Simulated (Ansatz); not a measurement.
# AlSiHS (singlet): relaxing a cheap start

Aim: relax a generated start of AlSiHS (singlet) and see which bonds hold.

Program: Ansatz 0.2.0, Gaussian basis. Level of theory: RKS PBE0/def2-TZVP. These are calculated values, not measurements.

## (1) Starting geometry

4 atoms, charge 0, spin multiplicity 1.

Atoms are counted from 1 here; the program's logs count them from 0.

Bond lengths: Al1–S2 2.284 Å, Al1–H4 1.600 Å, S2–Si3 2.080 Å. Angles: S2–Al1–H4 95.6°, Al1–S2–Si3 130.5°.

Coordinates:

```xyz
4
charge 0, multiplicity 1
Al   -2.0125   -0.3698   -0.0034
S     0.0721    0.5646    0.0041
Si    1.9518   -0.3259   -0.0016
H    -2.8055    1.0201    0.0063
```

The start was built by rule and, where that kept it together, relaxed with GFN2-xTB. Sticks and bond lists go by distance. 

## (2) The run

Contents of in.yaml:

```yaml
crystal:
  periodic: [false, false, false]
  atoms:
    - {symbol: Al, position_ang: [-2.012484, -0.369788, -0.003448]}
    - {symbol: S, position_ang: [0.072096, 0.564585, 0.004103]}
    - {symbol: Si, position_ang: [1.951750, -0.325940, -0.001597]}
    - {symbol: H, position_ang: [-2.805453, 1.020138, 0.006277]}
basis:
  gaussian: {orbitals: def2-TZVP}
hamiltonian: {xc: pbe0}
relax: {f_tol: 0.004, max_steps: 80}
```

Launch:

```bash
ansatz run in.yaml --threads 1 --pin off --events-out ev --progress --plain --max-ram 2176MiB
```

**Question.** What will these runs give? Wanted: energy gained; shift from the start; total energy; dipole moment.

**Answer**, as computed:

| quantity | value |
| --- | --- |
| steps | 8 |
| energy gained | 0.285 eV |
| shift from the start (rms) | 0.212 Å |
| total energy | -25315.2899 eV |
| dipole moment | 2.86 D |

The bonds of the start are those of the end. Al1–S2 went from 2.284 to 2.583 Å. No vibrations were run, so this is a stationary point, not a proven minimum, and this spin need not be the ground state's.
